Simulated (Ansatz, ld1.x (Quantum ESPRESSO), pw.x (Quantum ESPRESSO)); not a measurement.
## What a changed setting does to a pw.x run (diamond Hf)

Potential: norm-conserving Troullier–Martins (Kleinman–Bylander form), ld1.x (Quantum ESPRESSO) 7.5, LDA (PW92); core [Xe] 4f14, reference 5d3 6s1 6p0; waves: 6p (bound, empty): rc 3.95 bohr; 5d (bound): rc 2.65 bohr; 6s (bound): rc 3.15 bohr; local part: the s channel; core correction: Bessel-smoothed model core inside 1.90 bohr.

The reference run (k-mesh 8³, cutoffs 50/200 Ry, Fermi–Dirac 0.01 Ry, mixing_beta 0.4, conv_thr 1e-9, no spin) gives -0.39 GPa at 30.344 Å³/atom, where all-electron LAPW gives -0.01 GPa. This run, with its own iteration cap, changes startingwfc to atomic.

```
&control
  calculation='scf', prefix='x', pseudo_dir='./', outdir='./tmp', tstress=.true., disk_io='none'
/
&system
  ibrav=0, nat=2, ntyp=1, ecutwfc=50, ecutrho=200, nbnd=11,
  occupations='smearing', smearing='fd', degauss=0.01
/
&electrons
  conv_thr=1e-09, mixing_beta=0.4, electron_maxstep=60, startingwfc='atomic'
/
ATOMIC_SPECIES
Hf 1.0 Hf.UPF
CELL_PARAMETERS angstrom
  0.00000000 3.11906393 3.11906393
  3.11906393 0.00000000 3.11906393
  3.11906393 3.11906393 0.00000000
ATOMIC_POSITIONS crystal
Hf 0.0000 0.0000 0.0000
Hf 0.2500 0.2500 0.2500
K_POINTS automatic
8 8 8 0 0 0
```

```bash
pw.x < Hf.scf.in > Hf.scf.out
```

How does the run end?

It converges in 10 iterations; the free energy moves by +0.0 meV/atom and the pressure by +0.00 GPa. The result is that of the reference run.

```
Message from routine setup:
     using ibrav=0 with symmetry is DISCOURAGED, use correct ibrav instead
     lattice parameter (alat)  =       8.3356  a.u.
     unit-cell volume          =     409.5429 (a.u.)^3
     number of electrons       =         8.00
     number of Kohn-Sham states=           11
     kinetic-energy cutoff     =      50.0000  Ry
     charge density cutoff     =     200.0000  Ry
     scf convergence threshold =      1.0E-09
     Exchange-correlation= PW
     number of k points=    29  Fermi-Dirac smearing, width (Ry)=  0.0100
     iteration #  1     ecut=    50.00 Ry     beta= 0.40
     total energy              =     -46.53459684 Ry
     estimated scf accuracy    <       0.06397321 Ry
     iteration #  2     ecut=    50.00 Ry     beta= 0.40
     total energy              =     -46.54236549 Ry
     estimated scf accuracy    <       0.00515395 Ry
     iteration #  3     ecut=    50.00 Ry     beta= 0.40
     total energy              =     -46.54316018 Ry
     estimated scf accuracy    <       0.00108842 Ry
     [... 4 iterations left out ...]
     iteration #  8     ecut=    50.00 Ry     beta= 0.40
     total energy              =     -46.54334273 Ry
     estimated scf accuracy    <       0.00000002 Ry
     iteration #  9     ecut=    50.00 Ry     beta= 0.40
     total energy              =     -46.54334273 Ry
     estimated scf accuracy    <          2.7E-09 Ry
     iteration # 10     ecut=    50.00 Ry     beta= 0.40
     the Fermi energy is     4.8833 ev
!    total energy              =     -46.54334273 Ry
     estimated scf accuracy    <          2.4E-10 Ry
     smearing contrib. (-TS)   =      -0.02032489 Ry
     The total energy is F=E-TS. E is the sum of the following terms:
     one-electron contribution =       7.98722976 Ry
     hartree contribution      =       0.61007663 Ry
     xc contribution           =     -40.49762545 Ry
     ewald contribution        =     -14.62269878 Ry
     convergence has been achieved in  10 iterations
          total   stress  (Ry/bohr**3)                   (kbar)     P=       -3.90
     Message from routine punch:
     Nothing written, as per user request (disk_io='none')
```

The run took about 14 s on one core of a shared host (Neoverse-V1, 32 threads, 247 GiB, load 46).
